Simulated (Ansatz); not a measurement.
## How far each method lies from UCCSDT(Q) for H3Si–GeH, triplet

Geometry: that of the H3Si–GeH, singlet, kept fixed. The singlet lies 1.1 eV lower here.

```
atom    x (Å)    y (Å)    z (Å)
  Si   0.0000   0.0278   1.7126
  Ge   0.0000  -0.0307  -0.7441
   H   0.0000   1.3481   2.4004
   H   1.1976  -0.7339   2.1785
   H  -1.1976  -0.7339   2.1785
   H   0.0000   1.5581  -0.8556
```

Basis cc-pVDZ; Ansatz 0.2.0. Correlated methods freeze the noble-gas cores and the filled d shells of p-block atoms, which leaves 12 electrons in 46 orbitals. R marks a restricted (for open shells ROHF) determinant, U an unrestricted one. Active spaces: valence = (12e, 12o) chosen from the atoms' valence shells. No spin–orbit coupling is included, and no scalar relativity.

Full CI isn't at hand for all of this; UCCSDT(Q) serves as the reference, and is uncertain by about the last step of the cluster series. The frozen core follows each run's orbitals, which can shift R against U totals by a few meV for light atoms and by up to 0.1 eV past Ca.

The UHF ⟨S²⟩ is 2.012 and the T1 diagnostic (RCCSD) is 0.0232. The largest doubles amplitude (RCCSD) is 0.034 and the T1 diagnostic (UCCSD) is 0.0167.

| level | E − E(RHF) (eV) |
| --- | --- |
| UHF | -0.0878 |
| UMP2 | -4.6682 |
| UCCSD | -5.8393 |
| UCCSD(T) | -5.9877 |

Task: Estimate how far UCCSDT(Q) in cc-pVDZ lies from UCCSD(T). The table doesn't fix it; the size of (T) and the diagnostics are the guide.

Result: UCCSDT(Q) in cc-pVDZ lies 40 meV below UCCSD(T), which is 27 % of the (T) step (-148 meV). The diagnostics give no warning, yet the rest is a sizeable part of (T).

The other levels:

| level | E − E(UCCSDT(Q)) (meV) | share of correlation (%) | wall time |
| --- | --- | --- | --- |
| UCCSDT | 6 | 99.90 | – |

The correlation energy at UCCSDT(Q), counted from RHF, is -6.028 eV. That run took 22 s on 2 threads of AMD EPYC 7R13 with a shared H100 80 GB, shared host.

Run but not shown, since their state or frozen core can't be matched to the reference's or they repeat it: RHF, RMP2, CISD, RCCSD, RCCSD(T), BCCD(T), RCCSDT, RCCSDT(Q), CASSCF (valence space), NEVPT2 (valence space), MRCISD (valence space), MRCISD+Q (valence space).

Times hold each run's SCF and search for its determinant on a shared host, so for small cases they say little of a method's own cost; they ran on 1 thread of AMD EPYC 7R13.

Natural occupations of CASSCF (valence space) about the gap: 1.976 1.975 1.959 1.005 1.000 0.035 0.030 0.020 0.020 0.018; effectively unpaired electrons, Σ n²(2−n)², 2.03.
